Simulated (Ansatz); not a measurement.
We consider α-quartz (SiO2), described by HSE06 (PAW; Ansatz, a quantum-chemistry and plane-wave program).

Settings: plane-wave cutoff 520 eV, 6×6×4 k mesh (along the axes of the cell as run), Fermi–Dirac smearing 0.01 eV, scalar-relativistic PAW data made under PBE.

Starting structure:

```
CELL_PARAMETERS angstrom
      4.91600     0.00000     0.00000
     -2.45800     4.25738     0.00000
      0.00000     0.00000     5.40500
ATOMIC_POSITIONS crystal
  Si 0.00000 0.46970 0.33333
  Si 0.53030 0.53030 0.00000
  Si 0.46970 0.00000 0.66667
  O  0.26690 0.41350 0.21423
  O  0.58650 0.85340 0.88090
  O  0.73310 0.14660 0.45243
  O  0.85340 0.58650 0.11910
  O  0.41350 0.26690 0.78577
  O  0.14660 0.73310 0.54757
```

Task: Into what structure does the relaxation of cell and atoms lead at this level, with the symmetry of the start kept?

Result: The volume goes up by 4.0 %; final space group P3_221.
```
CELL_PARAMETERS angstrom
      4.98443     0.00000     0.00000
     -2.49222     4.31664     0.00000
      0.00000     0.00000     5.46877
ATOMIC_POSITIONS crystal
  Si 0.00000 0.47704 0.33333
  Si 0.52296 0.52296 0.00000
  Si 0.47704 0.00000 0.66667
  O  0.25481 0.41605 0.20387
  O  0.58395 0.83876 0.87054
  O  0.74519 0.16124 0.46279
  O  0.83876 0.58395 0.12946
  O  0.41605 0.25481 0.79613
  O  0.16124 0.74519 0.53721
```
